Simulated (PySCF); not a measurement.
Which basis set comes closest?

Molecule: SMILES S=P([S-])([S-])[S-], [PS$_{4}$]3-.

Molfile (atoms numbered from 1):
```
PS4
     RDKit          3D

  5  4  0  0  0  0  0  0  0  0999 V2000
    0.0901   -0.2886    2.1381 S   0  0  0  0  0  0  0  0  0  0  0  0
    0.0313    0.0601    0.0658 P   0  0  0  0  0  5  0  0  0  0  0  0
   -0.1869    2.1206   -0.2906 S   0  0  0  0  0  0  0  0  0  0  0  0
    1.8171   -0.6218   -0.8088 S   0  0  0  0  0  0  0  0  0  0  0  0
   -1.5984   -0.9673   -0.7760 S   0  0  0  0  0  0  0  0  0  0  0  0
  1  2  2  0
  2  3  1  0
  2  4  1  0
  2  5  1  0
M  CHG  3   3  -1   4  -1   5  -1
M  END
```

Geometry PBE0-D3(BJ)/def2-SVP throughout; GIAO in PySCF 2.14.0 with density-fitted response routines, gas phase, one conformer, non-relativistic; equivalent atoms averaged; functional PBE0.

Reference values (measured; NMR Tables: representative 31P chemical shifts referenced to 85 % H3PO4 (instrument maker's almanac)): δ(P2) = 87.0 ppm vs 85 % H3PO4. Computed shifts are taken against H3PO4, calculated as an isolated molecule at each level.

Task: How do the basis sets STO-3G, 6-31G, 6-31G*, def2-SVP, 6-311+G(2d,p), def2-TZVP perform against the reference? Times are CPU seconds on 1 thread of an Arm Neoverse V2, shared host.

Result: 
| basis set | functions | P2 | abs. error P | core-s |
| --- | --- | --- | --- | --- |
| STO-3G | 45 | 72.0 | 15.0 | 1.7 |
| 6-31G | 65 | 179.4 | 92.4 | 3.9 |
| 6-31G* | 90 | 205.5 | 118.5 | 5.5 |
| def2-SVP | 90 | 169.1 | 82.1 | 4 |
| 6-311+G(2d,p) | 175 | 191.2 | 104.2 | 12 |
| def2-TZVP | 185 | 182.6 | 95.6 | 13 |

For ³¹P the closest is STO-3G (15.0 ppm) and the furthest 6-31G* (118.5 ppm). Where a smaller basis beats a larger one, errors probably cancel. One molecule is a small sample, and vibrational and solvent effects are absent from the calculation.

A small basis that lands close on one nucleus may do so by chance; judge by the trend and by all nuclei.
